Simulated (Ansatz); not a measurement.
Input file:

```yaml
crystal:
  periodic: [false, false, false]
  atoms:
    - {symbol: Si, position_ang: [-0.016665, 0.016693, 0.016562]}
    - {symbol: H, position_ang: [0.839185, 0.875438, 0.873393]}
    - {symbol: H, position_ang: [-0.876217, -0.837731, 0.874008]}
    - {symbol: H, position_ang: [-0.871395, 0.872228, -0.844587]}
    - {symbol: H, position_ang: [1.372793, -1.375071, -1.364310]}
basis:
  gaussian: {orbitals: 6-31G}
magnetization: {spin_polarized: true, initial_magnetization: 0}
correlation: {method: ccsdtq, electrons: outside_noble_gas}
```

```sh
$ ansatz run in.yaml --threads 1 --pin off --events-out ev --progress --plain --max-ram 2393MiB
```

Output:

```
461 factors; integrals over basis functions are off by at most 4.1e-8 eV
mean field evaluation 1: about -7920.2176 eV, gradient 5.3e0 eV
mean field evaluation 2: about -7920.2168 eV, gradient 5.3e0 eV
mean field evaluation 4: about -7920.5544 eV, gradient 2.9e-1 eV
mean field evaluation 8: about -7920.5553 eV, gradient 6.0e-7 eV
mean field evaluation 16: about -7920.8558 eV, gradient 1.0e-1 eV
mean field evaluation 32: about -7920.8554 eV, gradient 2.4e-6 eV
mean field evaluation 64: about -7920.8537 eV, gradient 2.1e-1 eV
mean field evaluation 96: about -7916.0743 eV, gradient 1.6e0 eV
mean field -7920.85535286 eV, -291.0860652691 hartree, gradient 6.8e-7 eV, S^2 0.520245; 5 other end points of the search recorded, 0 dependent functions left out
determinant -7920.85535286 eV, -291.0860652691 hartree, with singles and doubles -7923.45476012 eV, -291.1815917237 hartree
determinant -7920.55526351 eV, -291.0750371888 hartree, with singles and doubles -7923.50283781 eV, -291.1833585465 hartree
5 core orbitals not correlated: weight in the atoms' cores, before any rotation towards them, 1.000 or more for the frozen orbitals, at most 0.000 for the correlated occupied ones
reference -7920.85535286 eV, -291.0860652691 hartree; 4, 4 occupied and 12, 12 virtual orbitals, 461 factors
second order -1.51051119 eV of doubles, -0.00000000 eV of singles
cycle   1  -1.93358067 eV  change   -4.2e-1 eV  update   6.9e-2
cycle   2  -2.23398527 eV  change   -3.0e-1 eV  update   5.0e-2
cycle   3  -2.45239002 eV  change   -2.2e-1 eV  update   4.0e-2
cycle   4  -2.69452821 eV  change   -2.4e-1 eV  update   2.7e-2
cycle   5  -2.68592934 eV  change    8.6e-3 eV  update   1.2e-2
cycle   6  -2.72404997 eV  change   -3.8e-2 eV  update   4.3e-3
cycle   7  -2.71642696 eV  change    7.6e-3 eV  update   1.9e-3
cycle   8  -2.71891425 eV  change   -2.5e-3 eV  update   5.8e-4
cycle   9  -2.71795745 eV  change    9.6e-4 eV  update   1.7e-4
cycle  10  -2.71837047 eV  change   -4.1e-4 eV  update   9.0e-5
cycle  11  -2.71844957 eV  change   -7.9e-5 eV  update   2.9e-5
cycle  12  -2.71845587 eV  change   -6.3e-6 eV  update   1.2e-5
cycle  13  -2.71843701 eV  change    1.9e-5 eV  update   4.6e-6
cycle  14  -2.71843618 eV  change    8.3e-7 eV  update   1.7e-6
cycle  15  -2.71843844 eV  change   -2.3e-6 eV  update   6.0e-7
cycle  16  -2.71843810 eV  change    3.4e-7 eV  update   2.4e-7
cycle  17  -2.71843750 eV  change    6.0e-7 eV  update   1.2e-7
cycle  18  -2.71843734 eV  change    1.7e-7 eV  update   6.7e-8
Total energy: -7923.57379020 eV, -291.1859659986 hartree
```

For the same geometry and basis full CI lies 0.0 meV higher. The determinant has ⟨S²⟩ = 0.52, so this isn't a pure spin state.

Ran on 1 thread of Arm Neoverse V1, shared host: 22 s wall, 0.22 GiB peak host memory.
